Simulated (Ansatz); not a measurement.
# B₂SiH (quartet): the correlation ladder, cc-pVDZ

Aim: climb from Hartree-Fock through coupled cluster for B₂SiH (quartet) at one geometry and basis, and see what each rung misses.

Program: Ansatz 0.2.0, Gaussian basis. Level of theory: cc-pVDZ, core rule «outside noble gas», up to 7 orbitals frozen. These are calculated values, not measurements.

Plan: UHF; CCSD(T) on ROHF; CCSD(T) on UHF; BCCD(T) on ROHF; CISD as a restricted active space (open shells left free, so some higher excitations enter); CCSDT(Q) on ROHF; CCSDT(Q) on UHF.

19 further runs of the same task are left out: 5 that didn't finish, 14 set aside as unsound or not needed. Runs told in other sessions of the task aren't counted.

**1. The system**

The geometry is a PBE0/def2-TZVP stationary point (not a proven minimum).

4 atoms, charge 0, spin multiplicity 4.

Atoms are counted from 1 here; the program's logs count them from 0.

Bond lengths: B1–Si2 1.995 Å, B1–B3 1.731 Å, Si2–B3 1.946 Å, B3–H4 1.188 Å. Angles: Si2–B1–B3 62.5°, B1–Si2–B3 52.1°, B1–B3–Si2 65.4°, B1–B3–H4 134.1°, Si2–B3–H4 160.5°.

**2. UHF**

in.yaml reads:

```yaml
crystal:
  periodic: [false, false, false]
  atoms:
    - {symbol: B, position_ang: [0.000000, -1.102278, -0.760213]}
    - {symbol: Si, position_ang: [0.000000, 0.151019, 0.792273]}
    - {symbol: B, position_ang: [0.000000, 0.594686, -1.102049]}
    - {symbol: H, position_ang: [0.000000, 1.236325, -2.101784]}
basis:
  gaussian: {orbitals: cc-pVDZ}
magnetization: {spin_polarized: true, initial_magnetization: 3}
hamiltonian: {xc: hf}
output: {orbitals: {seedname: orbitals}}
```

Started as:

```console
$ ansatz run in.yaml --threads 1 --pin off --events-out ev --progress --plain --max-ram 2393MiB
```

The runs that follow: CCSD(T) on ROHF; CCSD(T) on UHF; BCCD(T) on ROHF; CISD as a restricted active space (open shells left free, so some higher excitations enter); CCSDT(Q) on ROHF; CCSDT(Q) on UHF.

Before running them: what should the planned runs give, taken together? Wanted: UCCSDT(Q) from the RHF energy; RMP2 from UCCSDT(Q); UMP2 from UCCSDT(Q); RCCSD from UCCSDT(Q); RCCSD(T) from UCCSDT(Q); UCCSD(T) from UCCSDT(Q); RCCSDT(Q) from UCCSDT(Q); T1 diagnostic.

**Answer**, as computed:

```
                         quantity                      value
    UCCSDT(Q) from the ROHF energy                 -6.9961 eV
              RMP2 from UCCSDT(Q)                +1405.7 meV
              UMP2 from UCCSDT(Q)                +1448.5 meV
             RCCSD from UCCSDT(Q)                 +421.5 meV
          RCCSD(T) from UCCSDT(Q)                  +81.9 meV
          UCCSD(T) from UCCSDT(Q)                  +82.9 meV
         RCCSDT(Q) from UCCSDT(Q)                   +1.6 meV
levels within 1 kcal/mol (43 meV)  RCCSDT, UCCSDT, RCCSDT(Q)
                    T1 diagnostic                      0.039
```

What this shows: RCCSD(T) lands +81.9 meV from the yardstick (1.2 % of the correlation energy). These misses are within one basis, not against nature; the frozen cores of restricted and unrestricted runs differ, which can shift their rows.

With open shells the CI space here admits some higher excitations, so it is larger than plain CISD.
